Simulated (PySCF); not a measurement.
# CH5ClSi: the cost of one run

The runs use PySCF 2.14.0, with density-fitted response routines of our own; the level of theory stands in each step. All values are computed, except where a source is named. Atoms are numbered from 0 throughout.

### 1 The starting structure

8 atoms, charge 0, multiplicity 1; geometry from: GFN2-xTB. The atoms were then displaced at random by about 0.01 Å, so the start is not that level's minimum.

Bonds of the start (Å): Si0–C1 1.88, C1–Cl2 1.78, Si0–H3 1.45, Si0–H4 1.49, Si0–H5 1.45, C1–H6 1.09, C1–H7 1.09.

### 2 Relaxing the molecule at PBE0-D3(BJ)/def2-SVP

Job settings and geometry (Å):

```
{"job": {"xc": "PBE0", "basis": "def2-SVP", "d3": "d3bj", "grid": 1, "shake": 0.01, "kind": "geom"}, "charge": 0, "multiplicity": 1}
Si    -0.949810    -0.005620    -0.043220
C      0.924830    -0.181040    -0.035790
Cl     1.640890     1.294570     0.655970
H     -1.379870     0.208290     1.327960
H     -1.307440     1.169220    -0.885060
H     -1.519540    -1.208420    -0.620090
H      1.364110    -0.293230    -1.028370
H      1.281970    -1.002920     0.576130
```

Command:

```sh
$ OMP_NUM_THREADS=1 python probes_run.py task.json out
```

One launch serves the whole session: the jobs run in the order shown.

**Question.** How long does this first job take on 1 thread of Arm Neoverse V1, shared host, and how much memory does it need?

About 6.2 s, with a peak of 0.32 GiB.
